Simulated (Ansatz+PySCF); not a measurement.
triplet S2: levels of theory in one basis

```yaml
atoms:
  - { symbol: S, position_ang: [0.0000, 0.0000, -0.8758] }
  - { symbol: S, position_ang: [0.0000, 0.0000, 0.8758] }
```

Basis set: def2-SVP (spherical functions). Frozen core: 10 orbitals. Correlation on ROHF uses semicanonical orbitals with singles. Charge 0, multiplicity 3.

Computed with Ansatz (development build ahead of 0.2.0); each method stands on the lowest determinant of its kind that the runs found. NEVPT2 correlates all electrons. Active spaces start from the frontier orbitals, and the lowest solution found is given.

```
         method  E − E(ROHF) (eV)  <S²> of the determinant
           ROHF              0.00                     2.00
            UHF             -0.27                     2.03
        UHF-MP2             -6.47                     2.03
      ROHF-CCSD             -7.08                        –
       UHF-CCSD             -7.10                     2.03
   ROHF-CCSD(T)             -7.33                        –
    UHF-CCSD(T)             -7.32                     2.03
   CASSCF(12,8)             -1.02                        –
SC-NEVPT2(12,8)             -6.55                        –
```

Question: What does ROHF-MP2 give on the same scale?

Answer: -6.61 eV.

Question: Is a single determinant a sound starting point here?

Answer: By this sign, yes. Unrestricted orbitals gain 0.27 eV and <S²> is 2.03 against 2.00 for a pure state. The CASSCF(12,8) natural occupations are 2.00, 2.00, 1.98, 1.98, 1.98, 1.02, 1.02, 0.03.
